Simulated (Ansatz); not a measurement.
A made-up structure of SiNH5S, singlet:

| atom | x (Å) | y (Å) | z (Å) |
| --- | --- | --- | --- |
| N1 | -0.9487 | 0.7636 | -0.7502 |
| Si2 | 0.3435 | 0.2185 | 0.2208 |
| S3 | 0.5616 | -1.9188 | 0.1173 |
| H4 | -1.8770 | 0.3843 | -0.6658 |
| H5 | -0.7738 | 1.1356 | -1.6680 |
| H6 | 0.1403 | 0.5343 | 1.6573 |
| H7 | 1.5489 | 0.9162 | -0.2913 |
| H8 | -1.2536 | 0.9327 | 0.2084 |

It is relaxed with PBE-D4/def2-SVP and then PBE0-D4/def2-TZVP (Ansatz 0.2.0). Atoms count as bonded within 1.22 times the sum of their covalent radii (H–H: 0.88 Å). The end point is not checked to be a true minimum.

(1) Does its bonding change? (A judgement: the text doesn't fix the answer.)

## Answers

(1) The calculation gives: No: no bond forms or breaks.

Where it ends: The first stage lowers the energy by 3.77 eV in 19 steps. It ends as SiNH₅S ([NH3][SiH2][S]):
| atom | x (Å) | y (Å) | z (Å) |
| --- | --- | --- | --- |
| N1 | -1.0306 | 0.7854 | -0.5623 |
| Si2 | 0.5265 | -0.0066 | 0.3305 |
| S3 | 0.6091 | -1.8667 | -0.3329 |
| H4 | -1.8316 | 0.2031 | -0.3284 |
| H5 | -0.8778 | 0.6878 | -1.5636 |
| H6 | 0.0947 | 0.3501 | 1.7161 |
| H7 | 1.4896 | 1.0563 | -0.0894 |
| H8 | -1.2386 | 1.7568 | -0.3417 |

Labels in which every atom is bracketed show which atoms are joined, not bond orders.

For scale, one of the runs: PBE0-D4/def2-TZVP relaxation, 135 basis functions, launched by `ansatz run in.yaml --threads 2 --pin off --events-out ev --progress --plain --max-ram 4352MiB`. Hardware: 2 CPU threads of an Arm Neoverse V1, shared host. Wall time about 30 s.
